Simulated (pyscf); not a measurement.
H₂N–Zr(NH₂)(NH₂)–OH + H₂O → H₂N–Zr(NH₂)(NH₂)–OH + H₂O (four-centre exchange; singlet surface; O–Zr, H–O broken, O–Zr, H–O formed). Structures and frequencies: ωB97X-D3(BJ)/def2-SVP in PySCF. Energies in eV from the separated reactants.

```tsv
level	barrier	reaction energy
ωB97X-D3(BJ)/def2-TZVP	-0.18	0.00
r²SCAN/def2-TZVP	-0.23	0.00
B3LYP-D3(BJ)/def2-TZVP	-0.13	0.00
PBE0-D3(BJ)/def2-TZVP	-0.18	0.00
M06-2X/def2-TZVP	-0.25	0.00
ωB97M-D3(BJ)/def2-TZVP	-0.10	0.00
```

On the reactant side the descent ends in an adduct with a O–Zr contact, 0.64 eV under the separated species and 0.46 eV under the saddle at ωB97X-D3(BJ)/def2-TZVP. On the product side the descent ends in an adduct with a O–Zr contact, 0.64 eV under the separated species and 0.46 eV under the saddle at ωB97X-D3(BJ)/def2-TZVP. At ωB97X-D3(BJ)/def2-TZVP, r²SCAN, B3LYP-D3(BJ), PBE0-D3(BJ), M06-2X, ωB97M-D3(BJ) the saddle lies under the separated reactants, which points to a path from their complex (located at ωB97X-D3(BJ) alone). At ωB97X-D3(BJ)/def2-TZVP, r²SCAN, B3LYP-D3(BJ), PBE0-D3(BJ), M06-2X, ωB97M-D3(BJ) the saddle lies under the separated products, which points to a path from their complex (located at ωB97X-D3(BJ) alone). What is counted as formed (O–Zr) is already present as a longer contact in the reactant adduct; forming that adduct is a step of its own. What is counted as broken (O–Zr) persists as a longer contact in the product adduct; parting that adduct is a step of its own. One saddle was located; it need not be the lowest between these sides. Elements past Kr carry the def2 core potentials, without spin-orbit coupling.
